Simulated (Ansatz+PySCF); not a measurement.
A calculation with PySCF 2.14.0.

```python
from pyscf import gto, scf, cc

mol = gto.M(atom="""
P 0.000000 0.000000 0.000000
O 0.000000 0.000000 2.240000
""", basis='6-31g', charge=0, spin=1)
mf = scf.UHF(mol)
mf.kernel()
mycc = cc.CCSD(mf, frozen=6).run()
et = mycc.ccsd_t()
print(mf.e_tot, mycc.e_corr, et, mycc.e_tot + et)
```

The script is written out from the run's settings.

The run gave:

- Converged: yes
- Reference energy: -415.30590 hartree
- CCSD correlation energy: -0.25263 hartree
- Triples correction: -0.09875 hartree
- Total energy: -415.65729 hartree
- Spin squared of the determinant: 0.943

The reference isn't the lowest determinant (another lies 4.31 eV lower), but the same method gives a higher total on the lower determinant. Caution: large share of triples, a single reference is doubtful; the unrestricted determinant is spin contaminated; another reference gives a lower total.
